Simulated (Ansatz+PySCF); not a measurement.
Values are calculated unless marked as measured or tabulated.
**Several solutions for singlet C2H4**

| atom | x (Å) | y (Å) | z (Å) |
| --- | --- | --- | --- |
| C | 0.0000 | 0.0000 | -0.6653 |
| C | 0.0000 | 0.0000 | 1.3306 |
| H | 0.0000 | -0.9311 | -1.2403 |
| H | 0.0000 | 0.9311 | -1.2403 |
| H | 0.0000 | -0.9311 | 1.9056 |
| H | 0.0000 | 0.9311 | 1.9056 |

Basis set: cc-pVDZ (spherical functions). Charge 0, multiplicity 1.

PBE (unrestricted) was run from several starts with Ansatz (development build ahead of 0.2.0).

```
run  program                        start  converged  energy (hartree)  <S²>
  A   Ansatz      stability test followed        yes         -78.30821  0.54
  B   Ansatz  search for the lowest state        yes         -78.30821  0.54
  C   Ansatz      atomic start, no search        yes         -78.30338     –
```

(1) Which runs reached the lowest solution of this kind, and what is wrong with the others?

Answers

(1) A, B reached the lowest solution found. Converged but too high: C by 0.13 eV. Convergence only shows a stationary point, and even a stable one can lie too high; stability tests and further starts are what find lower ones. Caution: the unrestricted determinant is spin contaminated.
